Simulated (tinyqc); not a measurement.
Worked calculation: RHF in the sto-3g basis, for H2O, spin multiplicity 1. One step of it, computed by the program tinyqc.

Question. Orthogonalisation. S = U s U^T; canonical form X = U s^(-1/2), so that X^T S X = 1. Each column of U has its largest component positive (the first on a tie).

overlap S, lower triangle:
```
           1O 1s     1O 2s    1O 2px     1O 2py    1O 2pz     2H 1s     3H 1s
1O 1s   1.000000
1O 2s   0.236704  1.000000
1O 2px  0.000000  0.000000  1.000000
1O 2py  0.000000  0.000000  0.000000   1.000000
1O 2pz  0.000000  0.000000  0.000000   0.000000  1.000000
2H 1s   0.062950  0.518490  0.000000   0.348012  0.226115  1.000000
3H 1s   0.062950  0.518490  0.000000  -0.348012  0.226115  0.258260  1.000000
```

Give: eigenvalues of S; X.

Answer.

eigenvalues of S: 0.3013  0.3620  0.8940  1.0000  1.0786  1.3797  1.9843

X:
```
              1        2        3       4        5        6       7
1O 1s   -0.2930   0.0000   0.7730  0.0000  -0.6057   0.0000  0.1494
1O 2s    1.2923   0.0000  -0.2667  0.0000  -0.2640   0.0000  0.4248
1O 2px   0.0000   0.0000   0.0000  1.0000   0.0000   0.0000  0.0000
1O 2py   0.0000   1.0152   0.0000  0.0000   0.0000   0.6741  0.0000
1O 2pz   0.5203   0.0000   0.6367  0.0000   0.6801   0.0000  0.1696
2H 1s   -0.8038  -0.9305  -0.1492  0.0000   0.1182   0.3677  0.3691
3H 1s   -0.8038   0.9305  -0.1492  0.0000   0.1182  -0.3677  0.3691
```
